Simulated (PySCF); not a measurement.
Start geometry of `CN(C)C` from GFN2-xTB (Å):
```
atom  x, y, z in Å
C1    -0.337    1.275    0.383
N2    -0.143   -0.127    0.520
C3     1.246   -0.456    0.386
C4    -0.909   -0.874   -0.417
H5    -0.067    1.672   -0.625
H6     0.217    1.834    1.133
H7    -1.404    1.514    0.535
H8     1.691   -0.193   -0.601
H9     1.396   -1.516    0.580
H10    1.828    0.086    1.163
H11   -0.704   -0.658   -1.456
H12   -0.785   -1.940   -0.232
H13   -2.022   -0.634   -0.258
```

**Question.** What comes out of this run: PySCF 2.14.0, PBE0-D3(BJ)/def2-SVP geometry optimisation, gas phase?

**Answer.** 
```
atom  x, y, z in Å
C1    -0.5946    1.0344    0.2431
N2    -0.3121   -0.3723    0.3410
C3     1.0748   -0.6737    0.1076
C4    -1.1938   -1.1709   -0.4669
H5    -0.4253    1.4508   -0.7781
H6     0.0418    1.5997    0.9419
H7    -1.6443    1.2311    0.5118
H8     1.4124   -0.4316   -0.9278
H9     1.2648   -1.7452    0.2772
H10    1.7100   -0.1062    0.8055
H11   -1.0865   -0.9810   -1.5612
H12   -1.0018   -2.2416   -0.2951
H13   -2.2426   -0.9704   -0.1972
```

The energy falls by 2.5 kcal/mol over 7 energy and gradient evaluations, the largest force component goes from 0.0479 to 2.7e-04 Eh/bohr, and the atoms move by 0.031 Å rms after alignment. The bond that changes most is C4–H13 (N-methyl carbon to methyl hydrogen), which shortens by 0.048 Å. Bonds longer at the end by more than 0.005 Å: 7 of 12; shorter: 2. Among the angles that change most is C3–N2–C4, from 109.9° to 112.6°. Rotational constants go from 9023, 8913, 5105 to 8774, 8768, 4947 MHz. The orientation of the end geometry is arbitrary; only internal coordinates are fixed.

The run used 101 basis functions and 41 SCF cycles in all.

Stationary, but not proved a minimum.
